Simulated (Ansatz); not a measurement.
# SiH3F+ (doublet): from Hartree-Fock to the top rungs, cc-pVDZ

One table from this session's results is given with a row withheld; the runs are named, their logs left out.

Computed with Ansatz 0.2.0, Gaussian basis. Level: cc-pVDZ, core rule «outside noble gas», up to 6 orbitals frozen.

The runs, in order: UHF; CCSD(T) on ROHF; CCSD(T) on UHF; BCCD(T) on ROHF; CISD; CCSDT(Q) on ROHF; CCSDT(Q) on UHF.

13 further runs of the same task are left out: 7 for a known fault of the program, 2 that didn't finish, 4 set aside as unsound or not needed.

## What is computed

The geometry is a PBE0/def2-TZVP stationary point (not a proven minimum) of the parent state, kept for this charge and spin.

5 atoms, charge 1, spin multiplicity 2.

Atoms are counted from 1 here; the program's logs count them from 0.

Bond lengths: Si1–F2 1.600 Å, Si1–H3 1.482 Å, Si1–H4 1.482 Å, Si1–H5 1.482 Å. Angles: F2–Si1–H3 108.3°, F2–Si1–H4 108.3°, F2–Si1–H5 108.3°, H3–Si1–H4 110.6°, H3–Si1–H5 110.6°, H4–Si1–H5 110.6°.

Coordinates:

```
Si   -0.5785   -0.0044    0.0028
F     1.0213    0.0077   -0.0050
H    -1.0549    1.3986    0.0062
H    -1.0330   -0.7121    1.2227
H    -1.0449   -0.7103   -1.2136
```

Set-up of the first run:

Input file in.yaml:

```yaml
crystal:
  periodic: [false, false, false]
  atoms:
    - {symbol: Si, position_ang: [-0.578455, -0.004376, 0.002820]}
    - {symbol: F, position_ang: [1.021345, 0.007727, -0.004979]}
    - {symbol: H, position_ang: [-1.054923, 1.398642, 0.006171]}
    - {symbol: H, position_ang: [-1.033025, -0.712062, 1.222673]}
    - {symbol: H, position_ang: [-1.044915, -0.710281, -1.213571]}
basis:
  gaussian: {orbitals: cc-pVDZ}
total_charge: 1
magnetization: {spin_polarized: true, initial_magnetization: 1}
hamiltonian: {xc: hf}
output: {orbitals: {seedname: orbitals}}
```

The run is started by

```console
> ansatz run in.yaml --threads 1 --pin off --events-out ev --progress --plain --max-ram 4096MiB --backend cpu
```

Among the steps run: UHF; CCSD(T) on ROHF; CCSD(T) on UHF; BCCD(T) on ROHF; CISD; CCSDT(Q) on ROHF; CCSDT(Q) on UHF.

One table of the session follows, with a row left open; its other results are not shown here.

It belongs to the step «Misses and costs». 

| method | from UCCSDT(Q) (kcal/mol) |
| --- | --- |
| UHF | +196.97 |
| RMP2 | +20.24 |
| UMP2 | +21.13 |
| CISD | ? |
| RCCSD | +5.57 |
| UCCSD | +5.48 |
| RCCSD(T) | +1.07 |
| UCCSD(T) | +1.12 |
| BCCD(T) | +1.01 |
| RCCSDT | +0.46 |
| UCCSDT | +0.46 |
| RCCSDT(Q) | +0.19 |
| UCCSDT(Q) | 0 |

**Question.** Estimate the row for CISD.

**Answer.** from UCCSDT(Q) (kcal/mol): +21.67. In the column «from UCCSDT(Q) (kcal/mol)» it lies between UMP2 (+21.13) and UHF (+196.97).

To keep in mind: Left out of the table: ROHF (another determinant or state than the rows shown). Restricted and unrestricted rows rest on different reference determinants; where their highest levels disagree by more than a few hundredths of an eV, they describe different states and don't form one ladder.
